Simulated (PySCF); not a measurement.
**One shape, several levels: [SiH3]+ (SMILES [SiH3+])**

Wanted: a comparison of 6 runs (BCCD(T)/6-31G*, CCSDT(Q)/6-31G*, CCSDT/6-31G*, CISD/6-31G*, CCSD(T)/6-31G*, FCI/6-31G*) of [SiH3]+. 

The results are computed with PySCF 2.14.0.

4 further runs of the same task are left out: 4 set aside as unsound or not needed.

**1. The structure to begin with**

[SiH3]+: 4 atoms, total charge +1, spin state singlet. SMILES: `[SiH3+]`. The Si1–H2 distance was set to 2.208 Å, away from the relaxed value. At this shape a bond of the SMILES string is far longer than usual.

Bond lengths: Si1–H3 1.472 Å, Si1–H4 1.472 Å. Angles: H3–Si1–H4 120.0°. A long bond or contact: Si1–H2 2.208 Å.

**2. A single-point energy at BCCD(T)/6-31G(d) (spherical functions) (run 1)**

Input file calc.py:

```python
from pyscf import gto, cc
from pyscf.cc.bccd import bccd_kernel_

mol = gto.Mole()
mol.atom = '''
Si    -0.343454    -0.337704    -0.556507
H      0.686900     0.675400     1.113000
H     -0.461854    -1.804904    -0.566407
H     -0.911954     0.453996    -1.659607
'''
mol.charge = 1
mol.verbose = 4
mol.spin = 0
mol.max_memory = 1860
mol.basis = '6-31g*'
mol.build()

mf = mol.RHF()
mf.conv_tol = 1e-10
mf.kernel()
if not mf.converged:
    mf = mf.newton().run(mf.mo_coeff, mf.mo_occ)

mycc = cc.CCSD(mf, frozen=5).run()
mycc = bccd_kernel_(mycc, diis=True)
e_t = mycc.ccsd_t()
energy = mycc.e_tot + e_t
print('Final energy', energy)
```

Command:

```
OMP_NUM_THREADS=1 python calc.py
```

What it wrote:

```text
PySCF version 2.14.0

[INPUT] num. atoms = 4
[INPUT] num. electrons = 16
[INPUT] charge = 1
[INPUT] spin (= nelec alpha-beta = 2S) = 0
[INPUT] symmetry False subgroup None
[INPUT] Mole.unit = angstrom
[INPUT] Symbol           X                Y                Z      unit          X                Y                Z       unit  Magmom
[INPUT]  1 Si    -0.343454000000  -0.337704000000  -0.556507000000 AA   -0.649033996386  -0.638168071170  -1.051645816403 Bohr   0.0
[INPUT]  2 H      0.686900000000   0.675400000000   1.113000000000 AA    1.298052874964   1.276321024531   2.103265176641 Bohr   0.0
[INPUT]  3 H     -0.461854000000  -1.804904000000  -0.566407000000 AA   -0.872777569535  -3.410774241132  -1.070354105037 Bohr   0.0
[INPUT]  4 H     -0.911954000000   0.453996000000  -1.659607000000 AA   -1.723343298202   0.857928101648  -3.136202704411 Bohr   0.0

nuclear repulsion = 13.9585701953276
number of shells = 14
number of NR pGTOs = 63
number of NR cGTOs = 24
basis = 6-31g*
ecp = {}

[... 35 lines left out ...]
converged SCF energy = -290.233620221115
[... 12 lines left out ...]
Init t2, MP2 energy = -290.306580664472  E_corr(MP2) -0.0729604433572588
[... 11 lines left out ...]
CCSD converged
[... 24 lines left out ...]
CCSD converged
[... 22 lines left out ...]
CCSD converged
[... 21 lines left out ...]
CCSD converged
[... 3 lines left out ...]
******** <class 'pyscf.cc.ccsd.CCSD'> ********
CC2 = 0
CCSD nocc = 3, nmo = 19
frozen orbitals 5
max_cycle = 50
direct = 0
conv_tol = 1e-07
conv_tol_normt = 1e-05
diis_space = 6
diis_start_cycle = 0
diis_start_energy_diff = 1e+09
Init E_corr(CCSD) = -0.105096348344529
cycle = 1  E_corr(CCSD) = -0.10509630270939  dE = 4.56351398e-08  norm(t1,t2) = 1.54907e-05
cycle = 2  E_corr(CCSD) = -0.105096276654026  dE = 2.60553639e-08  norm(t1,t2) = 2.25146e-06
CCSD converged
E(CCSD) = -290.3365806493848  E_corr = -0.1050962766540257
BCC iter:    3  E:    -290.336580649385  dE:    7.204e-08  |t1|:    7.769e-07
CCSD(T) correction = -0.00254656246003073
Final energy -290.3391272118448
```

Wall time 1.3 s (1 thread of Arm Neoverse V1, shared host); peak memory 0.12 GiB.

**3. The energy at CCSDT(Q)/6-31G(d) (spherical functions) (run 2)**

Input file calc.py:

```python
from pyscf import gto, cc

molecule = gto.M(
    atom='Si -0.343454 -0.337704 -0.556507; H 0.686900 0.675400 1.113000; H -0.461854 -1.804904 -0.566407; H -0.911954 0.453996 -1.659607',
    charge=1,
    basis='6-31g*',
    verbose=4,
    max_memory=1860,
    spin=0,
)

mf = molecule.RHF()
mf.conv_tol = 1e-10
mf.kernel()
if not mf.converged:
    mf = mf.newton().run(mf.mo_coeff, mf.mo_occ)

mycc = cc.CCSDT(mf, frozen=5)
mycc.kernel()
e_bracket, e_q = mycc.ccsdt_q()
etot = mycc.e_tot + e_q
print(f'total energy: {etot:.8f} hartree')
```

Command:

```
OMP_NUM_THREADS=1 python calc.py
```

What it wrote:

```text
PySCF version 2.14.0

[INPUT] num. atoms = 4
[INPUT] num. electrons = 16
[INPUT] charge = 1
[INPUT] spin (= nelec alpha-beta = 2S) = 0
[INPUT] symmetry False subgroup None
[INPUT] Mole.unit = angstrom
[INPUT] Symbol           X                Y                Z      unit          X                Y                Z       unit  Magmom
[INPUT]  1 Si    -0.343454000000  -0.337704000000  -0.556507000000 AA   -0.649033996386  -0.638168071170  -1.051645816403 Bohr   0.0
[INPUT]  2 H      0.686900000000   0.675400000000   1.113000000000 AA    1.298052874964   1.276321024531   2.103265176641 Bohr   0.0
[INPUT]  3 H     -0.461854000000  -1.804904000000  -0.566407000000 AA   -0.872777569535  -3.410774241132  -1.070354105037 Bohr   0.0
[INPUT]  4 H     -0.911954000000   0.453996000000  -1.659607000000 AA   -1.723343298202   0.857928101648  -3.136202704411 Bohr   0.0

nuclear repulsion = 13.9585701953276
number of shells = 14
number of NR pGTOs = 63
number of NR cGTOs = 24
basis = 6-31g*
ecp = {}

[... 35 lines left out ...]
converged SCF energy = -290.233620221115
[... 16 lines left out ...]
WARN: A large `blksize` is being used, which may cause large memory consumption
[... 3 lines left out ...]
WARN: A large `blksize_oovv` is being used, which may cause large memory consumption
[... 3 lines left out ...]
WARN: A large `blksize_oooo` is being used, which may cause large memory consumption
[... 7 lines left out ...]
Init t2, MP2 energy = -290.306580664472  E_corr(MP2) -0.072960443357
[... 13 lines left out ...]
RCCSDT converged
[... 5 lines left out ...]
total energy: -290.34011799 hartree
```

It took 2 s on 1 thread of Arm Neoverse V1, shared host; peak memory 0.13 GiB.

Runs 3 to 5 aren't shown in full; the table further down has their settings and results.

**4. A single-point energy at FCI/6-31G(d) (spherical functions) (run 6)**

Input file start.xyz:

```xyz
4

Si    -0.343454    -0.337704    -0.556507
H      0.686900     0.675400     1.113000
H     -0.461854    -1.804904    -0.566407
H     -0.911954     0.453996    -1.659607
```

Input file calc.py:

```python
from pyscf import gto, mcscf
from pyscf import fci

mol = gto.Mole()
mol.atom = 'start.xyz'
mol.max_memory = 1860
mol.verbose = 4
mol.basis = '6-31g*'
mol.charge = 1
mol.build()

hf = mol.RHF()
hf.conv_tol = 1e-10
hf.kernel()
if not hf.converged:
    hf = hf.newton().run(hf.mo_coeff, hf.mo_occ)

cas = mcscf.CASCI(hf, hf.mo_coeff.shape[-1] - 5, (mol.nelec[0] - 5, mol.nelec[1] - 5))  # full CI above the frozen core
cas.fcisolver = fci.direct_spin0.FCI(mol)  # even spin states alone
cas.kernel()
print('<S^2> = %.4f' % cas.fcisolver.spin_square(cas.ci, cas.ncas, cas.nelecas)[0])
etot = cas.e_tot
print('E(%s) = %.9f' % ('FCI', etot))
```

Command:

```
OMP_NUM_THREADS=1 python calc.py
```

What it wrote:

```text
PySCF version 2.14.0

[INPUT] num. atoms = 4
[INPUT] num. electrons = 16
[INPUT] charge = 1
[INPUT] spin (= nelec alpha-beta = 2S) = 0
[INPUT] symmetry False subgroup None
[INPUT] Mole.unit = angstrom
[INPUT] Symbol           X                Y                Z      unit          X                Y                Z       unit  Magmom
[INPUT]  1 Si    -0.343454000000  -0.337704000000  -0.556507000000 AA   -0.649033996386  -0.638168071170  -1.051645816403 Bohr   0.0
[INPUT]  2 H      0.686900000000   0.675400000000   1.113000000000 AA    1.298052874964   1.276321024531   2.103265176641 Bohr   0.0
[INPUT]  3 H     -0.461854000000  -1.804904000000  -0.566407000000 AA   -0.872777569535  -3.410774241132  -1.070354105037 Bohr   0.0
[INPUT]  4 H     -0.911954000000   0.453996000000  -1.659607000000 AA   -1.723343298202   0.857928101648  -3.136202704411 Bohr   0.0

nuclear repulsion = 13.9585701953276
number of shells = 14
number of NR pGTOs = 63
number of NR cGTOs = 24
basis = 6-31g*
ecp = {}

******** <class 'pyscf.scf.hf.RHF'> ********
method = RHF
initial guess = minao
damping factor = 0
level_shift factor = 0
DIIS = <class 'pyscf.scf.diis.CDIIS'>
diis_start_cycle = 1
diis_space = 8
diis_damp = 0
SCF conv_tol = 1e-10
SCF conv_tol_grad = None
SCF max_cycles = 50
direct_scf = True
direct_scf_tol = 1e-13
Set gradient conv threshold to 1e-05
Initial guess from minao.
init E= -290.06897568094
  HOMO = -0.295863275471456  LUMO = -0.0738441658008691  gap/eV = 6.04145
cycle= 1 E= -290.185524861142  delta_E= -0.117  |g|= 0.289  |ddm|= 1.39
  HOMO = -0.668978343207473  LUMO = -0.302564651660764  gap/eV = 9.97062
cycle= 2 E= -290.232008994193  delta_E= -0.0465  |g|= 0.0523  |ddm|= 0.565
  HOMO = -0.654810418192627  LUMO = -0.241332314921477  gap/eV = 11.25131
cycle= 3 E= -290.233499122971  delta_E= -0.00149  |g|= 0.013  |ddm|= 0.0842
  HOMO = -0.654158869649409  LUMO = -0.242937200067289  gap/eV = 11.18991
cycle= 4 E= -290.233618468599  delta_E= -0.000119  |g|= 0.00161  |ddm|= 0.0303
  HOMO = -0.654235570492946  LUMO = -0.243643913417256  gap/eV = 11.17277
cycle= 5 E= -290.233620204131  delta_E= -1.74e-06  |g|= 0.00014  |ddm|= 0.00411
  HOMO = -0.654297691232012  LUMO = -0.24363900705335  gap/eV = 11.17459
cycle= 6 E= -290.233620220487  delta_E= -1.64e-08  |g|= 2.58e-05  |ddm|= 0.000426
  HOMO = -0.654290577287524  LUMO = -0.243639144660344  gap/eV = 11.17439
cycle= 7 E= -290.233620221109  delta_E= -6.22e-10  |g|= 2.47e-06  |ddm|= 9.54e-05
  HOMO = -0.65429085304569  LUMO = -0.243639148059914  gap/eV = 11.17440
cycle= 8 E= -290.233620221115  delta_E= -6.2e-12  |g|= 3.49e-07  |ddm|= 8.17e-06
  HOMO = -0.654290825191641  LUMO = -0.243639122000163  gap/eV = 11.17440
Extra cycle  E= -290.233620221115  delta_E= 3.98e-13  |g|= 1.11e-07  |ddm|= 8.9e-07
converged SCF energy = -290.233620221115

******** <class 'pyscf.mcscf.casci.CASCI'> ********
CAS (3e+3e, 19o), ncore = 5, nvir = 0
natorb = False
canonicalization = True
sorting_mo_energy = False
******** <class 'pyscf.fci.direct_spin0.FCISolver'> ********
max. cycles = 100
conv_tol = 1e-10
davidson only = False
linear dependence = 1e-14
level shift = 0.001
max iter space = 12
nroots = 1
pspace_size = 400
spin = None
Density matrix diagonal elements [1.96087194 1.95699761 1.85423084 0.01246411 0.12820946 0.01722325
 0.01192659 0.00599006 0.009162   0.00252297 0.0082595  0.00415411
 0.00308807 0.00473188 0.00297623 0.00333896 0.00334406 0.00558904
 0.00491933]
CASCI converged
CASCI E = -290.340160326771  E(CI) = -9.55960942001053  S^2 = 0.0000000
<S^2> = 0.0000
E(FCI) = -290.340160327
```

Run time: 47 s. Hardware: 1 thread of Arm Neoverse V1, shared host; peak memory 0.32 GiB.

**5. The series**

| run | level | energy (Eh) | correlation energy (mEh) | wall time |
| --- | --- | --- | --- | --- |
| 1 | BCCD(T)/6-31G* (spherical functions) | -290.339127 | -105.5 | 1.3 s |
| 2 | CCSDT(Q)/6-31G* (spherical functions) | -290.340118 | -106.5 | 2 s |
| 3 | CCSDT/6-31G* (spherical functions) | -290.340010 | -106.4 | 1.9 s |
| 4 | CISD/6-31G* (spherical functions) | -290.332028 | -98.4 | 0.99 s |
| 5 | CCSD(T)/6-31G* (spherical functions) | -290.339095 | -105.5 | 0.89 s |
| 6 | FCI/6-31G* (spherical functions) | -290.340160 | -106.5 | 47 s |

**6. Outcome**

| quantity | value |
| --- | --- |
| run 6: total energy | -290.34016 Eh |
| run 6: HOMO energy (Hartree–Fock orbitals) | -17.80 eV |
| run 6: LUMO energy (Hartree–Fock orbitals) | -6.63 eV |
| run 6: HOMO–LUMO gap (Hartree–Fock orbitals) | 11.17 eV |
| run 6: correlation energy (5 core orbitals frozen) | -106.5 mEh |

**Reading.** Against full CI in this basis: BCCD(T) +1.0 mEh; CCSDT(Q) +0.0 mEh; CCSDT +0.2 mEh; CISD +8.1 mEh; CCSD(T) +1.1 mEh. All runs together took 54 s, the longest 47 s.
